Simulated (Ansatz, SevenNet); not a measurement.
For rock-salt KI, the machine-learned potential SevenNet-l3i5 (trained on PBE and PBE+U data) gives:

| Item | Value |
|---|---|
| lattice parameter a | 7.193 Å |
| bulk modulus | 10.4 GPa |
| elastic constant C11 | 22.8 GPa |
| elastic constant C44 | 1.2 GPa |
| polycrystal shear modulus | 3.1 GPa |

Task: What does PBE0 (Ansatz, a program for electronic structure, PAW) give for the same quantities?

Result: 
- lattice constant a: 7.140 Å (falls by 0.7 %)
- bulk modulus: 11.1 GPa (rises by 6.7 %)
- elastic constant C11: 25.9 GPa (goes up by 14 %)
- elastic constant C44: 3.9 GPa (goes up by 230 %)
- Voigt–Reuss–Hill shear modulus: 6.0 GPa (rises by 94 %)

For comparison: bulk modulus 12.7 GPa (measured, 4 K, not corrected to a static lattice; as tabulated in Doll and Stoll (1998), arXiv:cond-mat/9801031); elastic constant C11 27.6 GPa (measured, temperature not stated, no zero-point or thermal correction; as tabulated in Oses et al. (2018), arXiv:1811.08464); elastic constant C44 3.7 GPa (measured, temperature not stated, no zero-point or thermal correction; as tabulated in Oses et al. (2018), arXiv:1811.08464).

Changes are worked out from the printed values.

Unless a cell is named, each level is at its own relaxed cell (SevenNet-l3i5 46.51, PBE0 45.50 Å³/atom).

Ansatz's density-functional and Hartree–Fock values are scalar-relativistic unless marked +SOC, with PAW data made under PBE.
